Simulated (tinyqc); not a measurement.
Inside a calculation. Method: RHF in the sto-3g basis, for H2O, spin multiplicity 1. One step of it, computed by the program tinyqc.

Problem. Iteration 12 (converged): orbitals. Diagonalise F' = X^T F X, C = X C', fill 5 alpha and 5 beta electrons from the bottom; D = 2 C_occ C_occ^T. Each column has its largest component positive (the first on a tie).

converged F (hartree), lower triangle:
```
             1O 1s      1O 2s     1O 2px     1O 2py     1O 2pz      2H 1s      3H 1s
1O 1s   -20.279650
1O 2s    -5.166816  -2.399641
1O 2px    0.000000   0.000000  -0.393940
1O 2py    0.000000   0.000000   0.000000  -0.193686
1O 2pz   -0.022441  -0.048707   0.000000   0.000000  -0.228576
2H 1s    -0.654666  -0.659299   0.000000  -0.312621  -0.312135  -0.332036
3H 1s    -0.654666  -0.659299   0.000000   0.312621  -0.312135  -0.203968  -0.332036
```

X:
```
                1          2          3         4          5          6         7
1O 1s   -0.384297   0.000000   0.706882  0.000000   0.616752   0.000000  0.193274
1O 2s    0.954900   0.000000  -0.305014  0.000000   0.335076   0.000000  0.448079
1O 2px   0.000000   0.000000   0.000000  1.000000   0.000000   0.000000  0.000000
1O 2py   0.000000   0.791040   0.000000  0.000000   0.000000   0.711170  0.000000
1O 2pz   0.475552   0.000000   0.678480  0.000000  -0.591736   0.000000  0.233808
2H 1s   -0.593361  -0.725640  -0.202456  0.000000  -0.167227   0.387633  0.391654
3H 1s   -0.593361   0.725640  -0.202456  0.000000  -0.167227  -0.387633  0.391654
```

Give: F' = X^T F X; orbital energies; coefficients C; D after iteration 12.

Solution.

F' = X^T F X (hartree), lower triangle:
```
        1      2       3       4       5       6       7
1  -0.607
2   0.000  0.462
3   2.661  0.000  -7.896
4   0.000  0.000   0.000  -0.394
5   2.325  0.000  -8.476   0.000  -9.899
6   0.000  0.094   0.000   0.000   0.000  -0.481
7   0.793  0.000  -3.914   0.000  -4.609   0.000  -3.099
```

orbital energies (hartree): MO1 -20.288, MO2 -1.185, MO3 -0.490, MO4 -0.436, MO5 -0.394, MO6 0.408, MO7 0.471

coefficients C:
```
           MO1     MO2     MO3     MO4    MO5     MO6     MO7
1O 1s    0.995  -0.244   0.000   0.086  0.000  -0.093   0.000
1O 2s    0.023   0.922   0.000  -0.434  0.000   0.528   0.000
1O 2px   0.000   0.000   0.000   0.000  1.000   0.000   0.000
1O 2py   0.000   0.000   0.630   0.000  0.000   0.000   0.857
1O 2pz   0.003   0.062   0.000   0.708  0.000   0.766   0.000
2H 1s   -0.004   0.128   0.457   0.369  0.000  -0.650  -0.684
3H 1s   -0.004   0.128  -0.457   0.369  0.000  -0.650   0.684
```

D after iteration 12, lower triangle:
```
         1O 1s   1O 2s  1O 2px  1O 2py  1O 2pz   2H 1s  3H 1s
1O 1s    2.113
1O 2s   -0.480   2.079
1O 2px   0.000   0.000   2.000
1O 2py   0.000   0.000   0.000   0.794
1O 2pz   0.097  -0.501   0.000   0.000   1.009
2H 1s   -0.006  -0.085   0.000   0.576   0.537   0.722
3H 1s   -0.006  -0.085   0.000  -0.576   0.537  -0.113  0.722
```
